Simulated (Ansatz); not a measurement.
# Si2H4Cl radical: basis-set convergence

Aim: see how fast density functionals converge with the basis set for Si2H4Cl radical.

Method: one geometry, several basis sets; program: Ansatz 0.2.0, Gaussian basis.

The runs, in order: PBE0-D4/def2-SVP; ωB97M-V/def2-SVP; PBE0-D4/def2-QZVPP; ωB97M-V/def2-QZVPP; the functionals' def2-TZVPP values are taken from earlier runs.

### 1 The geometry

The geometry comes from an earlier relaxation with PBE0-D4 in a triple-zeta def2 set; it is a stationary point, not always the lowest conformer.

SMILES `[SiH2][SiH2]Cl`, 7 atoms, charge 0, spin multiplicity 2.

Atoms are counted from 1 here; the program's logs count them from 0.

Bond lengths: Si1–Si2 2.324 Å, Si1–H4 1.487 Å, Si1–H5 1.489 Å, Si2–Cl3 2.062 Å, Si2–H6 1.484 Å, Si2–H7 1.486 Å. Angles: Si2–Si1–H4 113.9°, Si2–Si1–H5 113.5°, H4–Si1–H5 110.7°, Si1–Si2–Cl3 108.2°, Si1–Si2–H6 110.2°, Si1–Si2–H7 113.9°, Cl3–Si2–H6 108.4°, Cl3–Si2–H7 107.1°, H6–Si2–H7 108.9°.

### 2 PBE0-D4 in def2-SVP

in.yaml reads:

```yaml
crystal:
  periodic: [false, false, false]
  atoms:
    - {symbol: Si, position_ang: [-1.304567, 0.197120, -0.490097]}
    - {symbol: Si, position_ang: [0.776271, -0.077556, 0.507150]}
    - {symbol: Cl, position_ang: [0.893653, -2.004668, 1.231831]}
    - {symbol: H, position_ang: [-1.568662, -0.750417, -1.605455]}
    - {symbol: H, position_ang: [-1.580884, 1.597748, -0.913056]}
    - {symbol: H, position_ang: [0.925297, 0.861097, 1.646971]}
    - {symbol: H, position_ang: [1.920191, 0.108778, -0.423045]}
basis:
  gaussian: {orbitals: def2-SVP}
magnetization: {spin_polarized: true, initial_magnetization: 1}
hamiltonian: {xc: pbe0, dispersion: d4}
output: {orbitals: {seedname: orbitals}}
```

The runs that follow: ωB97M-V in def2-SVP; PBE0-D4 in def2-QZVPP; ωB97M-V in def2-QZVPP.

Before running them: what should the planned runs give, taken together? Wanted: PBE0-D4: double and triple zeta above quadruple; ωB97M-V: double and triple zeta above quadruple.

As calculated:

```
                                       quantity           value
PBE0-D4: double and triple zeta above quadruple  10.84, 0.90 eV
ωB97M-V: double and triple zeta above quadruple  10.79, 0.85 eV
```

**Reading.** PBE0-D4 gains 9.94 eV from double to triple zeta, then 0.90 eV more. These are total energies; as a rule much of such shifts cancels in differences, which this series doesn't test.
